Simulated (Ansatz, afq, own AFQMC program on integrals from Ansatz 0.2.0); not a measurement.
# NH3, singlet: AFQMC among the cluster methods

```
atom    x (Å)    y (Å)    z (Å)
   N   0.0056   0.0092  -0.0709
   H   0.9437   0.0222   0.3095
   H  -0.4774   0.8175   0.3013
   H  -0.5437  -0.9677   0.3746
```

Basis 6-31G. Noble-gas cores (and the filled d shells of Ga–Kr and In–Xe) are frozen. Ansatz 0.2.0 and our own AFQMC program on the same integrals; the CISD trial comes from CCSD amplitudes, and released means the phaseless constraint is let go. ± is one standard error of the sampling.

Determinant: RHF, the one that the program's search chose, which needn't be the lowest solution. The geometry is a point of a scan.

Full CI on the same integrals is exact in this basis and with this determinant's frozen core.

Cautions: the ph-AFQMC/CISD walk drifts between its halves (2.1 errors).

```
T1 diagnostic                               : 0.0075
weight of the determinant in the CISD state : 0.943
size of the correlated space                : 8 electrons in 14 orbitals
```

Reference: full CI, correlation energy -3.751 eV. The released energy is read at 2.40 1/Eh (meV from the phaseless value at times in 1/Eh: -5.5 ± 1.9 at 0.24, -4.7 ± 1.4 at 0.51, -7.1 ± 1.3 at 0.99, -7.3 ± 1.1 at 1.62, -4.5 ± 1.3 at 2.40).

```csv
level,E − E(reference) (kcal/mol),share of correlation (%)
HF,86.49,0.00
MP2,10.26,88.14
CCSD,1.44,98.34
CCSD(T),0.32,99.64
CCSDT,0.22,99.75
CCSDT(Q),0.00,100.00
CCSDTQ,0.01,99.98
ph-AFQMC/CISD,0.15 ± 0.05,99.83
released AFQMC,0.05 ± 0.03,99.95
```

CCSDT and higher add their correlation energy to the determinant of the CCSD(T) run, since their own runs factorise the integrals more tightly (a shift of under 2 meV). A walk keeps the symmetry of its determinant, which the program's search chose and which needn't be the lowest solution, so a lower state of the same spin and another symmetry isn't excluded. Released energies are given only where the last usable release times agree within the noise; a slower fall can still hide under it.
